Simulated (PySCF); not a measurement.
# Working out the ionisation energy of C

C [He] 2s2 2p2 (3P) → C⁺ [He] 2s2 2p1 (2P). All numbers are calculated (PySCF 2.14, scalar relativity by spin-free X2C-1e, in Sapporo-DZP-2012). Frozen: 1s2. Energies in hartree (1 hartree = 27.21139 eV):

| part | C (lower) | C⁺ (upper) |
| --- | --- | --- |
| UHF | -37.698463 | -37.302163 |
| CCSD correlation | -0.078400 | -0.069838 |
| (T) | -0.001087 | -0.000731 |

Question: What does Hartree-Fock give?

Answer: (-37.302163) − (-37.698463) = 0.396300 hartree = 10.784 eV.

Question: What do CCSD and CCSD(T) give?

Answer: The CCSD correlation energies differ by 0.008562 hartree = 0.233 eV and the triples by 0.000356 hartree = 0.010 eV, so CCSD gives 11.017 eV and CCSD(T) 11.027 eV.

Measured between the centres of the two terms (NIST): 11.262 eV, so CCSD(T) (valence) is off by -0.235 eV.

A double-zeta basis recovers only part of the correlation energy.

What remains against the reference includes basis incompleteness, the frozen core and higher excitations.
